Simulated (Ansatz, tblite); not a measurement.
Removing an electron: [S3]2- (S₃²⁻). Total charge -2; singlet. Geometry: PBE0-D4/def2-TZVPD. Ansatz, gas phase; energy differences of separate SCF runs; the oxidised species was run as a doublet alone.

```xyz
3

S     1.752    0.061    0.337
S    -0.038    0.265   -0.715
S    -1.714   -0.326    0.378
```

The xTB rows come from tblite. Correlated methods freeze 15 core orbitals. A multiply charged anion in the gas phase is held together partly by the finite basis. Removing one electron lowers the energy by 2.97 eV at PBE0-D4/def2-TZVPD, so it isn't bound.

| level | −HOMO (eV) | vertical IE (eV) | −LUMO (eV) | HOMO–LUMO gap (eV) | remarks |
| --- | --- | --- | --- | --- | --- |
| GFN1-xTB | -3.92 | -0.66 | -6.66 | 2.74 | – |
| GFN2-xTB | -1.19 | 1.78 | -3.18 | 1.99 | – |
| HF/def2-TZVPPD | – | -3.42 | – | – | HOMO above zero (-2 singlet) |
| PBE-D4/def2-TZVPD | -5.27 | -3.09 | -5.88 | 0.61 | HOMO above zero (-1 doublet), HOMO above zero (-2 singlet) |
| r2SCAN-D4/def2-TZVPD | -5.24 | -3.10 | -6.25 | 1.02 | HOMO above zero (-2 singlet) |
| PBE0-D4/def2-TZVPD | -4.48 | -2.97 | -6.29 | 1.81 | HOMO above zero (-2 singlet) |
| MP2/def2-TZVPPD | – | -2.84 | – | – | HOMO above zero (-2 singlet) |
| CCSD/def2-TZVPPD | – | -2.91 | – | – | HOMO above zero (-2 singlet) |
| CCSD(T)/def2-TZVPPD | – | -2.94 | – | – | HOMO above zero (-2 singlet) |

  A HOMO above zero means that the electron is unbound at that level or that self-interaction error raises the level; the energy of removing that electron tells which. Raw xTB energy differences between charge states are shifted by several eV; the methods need an empirical correction for them.
